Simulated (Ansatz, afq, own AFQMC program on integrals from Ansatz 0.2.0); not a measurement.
Two steps: Ansatz 0.2.0 writes the Fock matrix and Cholesky factors of the valence space, and afq projects on them the lowest state that overlaps trial and start.

```yaml
crystal:
  periodic: [false, false, false]
  atoms:
    - {symbol: B, position_ang: [0.002423, 0.096575, -0.097848]}
    - {symbol: H, position_ang: [-0.013160, 0.958001, 0.751985]}
    - {symbol: H, position_ang: [-0.054577, -2.175536, 2.204214]}
    - {symbol: H, position_ang: [0.023746, 0.946542, -0.959019]}
    - {symbol: H, position_ang: [0.018006, -0.764851, -0.947681]}
basis:
  gaussian: {orbitals: cc-pVDZ}
total_charge: 1
magnetization: {spin_polarized: true, initial_magnetization: 0}
correlation: {method: ccsd_t, electrons: outside_noble_gas, hamiltonian_folder: ham}
```

```sh
$ ansatz run in.yaml --threads 1 --pin off --events-out ev --progress --plain --max-ram 1382MiB
```

afq runs on the folder ham with

```
--method phaseless --trial cisd --walkers 60 --populations 1 --least-time 40 --time-step 0.005 --steps-per-block 50 --equilibration-blocks 40 --max-blocks 300 --target-error 0.00058 --factor-cut 1e-05 --start spin_pure --seed 2520 --release-times 0.24,0.51,0.99,1.62,2.4 --release-step 0.03 --release-every 4 --taylor-order 6
```

Times are imaginary, in 1/Eh. The walk had a cap of 640 s.

Output of the walk:

```
orbitals 33  electrons 3 3  factors 239 of 304
reference energy -26.46220348 Eh
CCSD correlation -0.09073445 Eh in 16 cycles, weight of the determinant in the CISD state 0.9406
energy of the start -26.546817 Eh
 block  time / (1/Eh)  mean weight  energy / Eh
     1     0.250  1.0005  -26.549659
     2     0.500  1.0001  -26.552871
     3     0.750  1.0002  -26.554494
     4     1.000  1.0005  -26.554201
     5     1.250  0.9987  -26.554527
     7     1.750  1.0014  -26.555502
     9     2.250  0.9992  -26.556820
    11     2.750  1.0011  -26.558649
    21     5.250  0.9998  -26.557079
    26     6.500  0.9991  -26.562696
    31     7.750  1.0012  -26.556642
    41    10.250  1.0022  -26.558678
    51    12.750  1.0007  -26.554974
    61    15.250  0.9995  -26.554595
    71    17.750  1.0001  -26.559502
    81    20.250  0.9995  -26.553010
    91    22.750  1.0010  -26.554760
   101    25.250  0.9976  -26.555563
   111    27.750  1.0001  -26.555451
   121    30.250  1.0004  -26.559604
   131    32.750  1.0023  -26.556485
   141    35.250  1.0007  -26.555084
   151    37.750  1.0010  -26.555294
   161    40.250  1.0009  -26.556032
   171    42.750  0.9992  -26.557064
   181    45.250  1.0009  -26.553604
   191    47.750  0.9990  -26.557670
   196    49.000  0.9991  -26.560320
blocks merged  error / Eh  count
     1  0.000162  160
     2  0.000205  80
     4  0.000241  40
     8  0.000253  20
    16  0.000243  10
released: time / (1/Eh)  energy / Eh  error  mean overlap
  0.24  -26.557096  0.000320  0.9933
  0.51  -26.556985  0.000235  0.9955
  0.99  -26.557091  0.000391  1.0090
  1.62  -26.556724  0.000505  1.0347
  2.40  -26.557425  0.000586  0.9959
energy -26.556621 +/- 0.000253 Eh
(rows thinned)
```

The run passed its tests (sampling time, drift between the halves within three errors, error under three times the target), which doesn't prove that it has relaxed.

Against this walk (error 6.9 meV) on the same determinant: CCSD(T) 60.1 meV higher, CCSDT(Q) 0.4 meV higher (within the noise), full CI 5.1 meV lower (within the noise). The error is statistical and leaves out the bias of the constraint. The determinant has ⟨S²⟩ = 1.00, so the low cluster orders mix in higher spin (the high orders can go on to a lower state of that spin), while the walk starts as a pure singlet. Released to 1.62 1/Eh the energy moves by -3 ± 15 meV (both errors), within twice the noise. The determinant is a poor start (see the cautions), so the low cluster orders aren't to be relied on, and full CI is the sure value.

Cautions: constraint bias not in the error; strong correlation (T1 0.023, weight of the determinant 0.94, largest double 0.05); unrestricted determinant spin contaminated (⟨S²⟩ 1.00 against 0.00); the next higher spin lies close (full CI puts it 117 meV above); walk and cluster series may follow different spin states; the bias of populations of 60 walkers isn't removed.

The walk took 5.9 min on 1 thread of Intel(R) Xeon(R) Processor @ 2.50GHz (Skylake/Cascade Lake) (shared host). The log's last line is the phaseless energy.

CCSDT and higher add their correlation energy to the determinant of the CCSD(T) run, since their own runs factorise the integrals more tightly (a shift of under 2 meV). A walk keeps the symmetry of its determinant, which the program's search chose and which needn't be the lowest solution, so a lower state of the same spin and another symmetry isn't excluded.
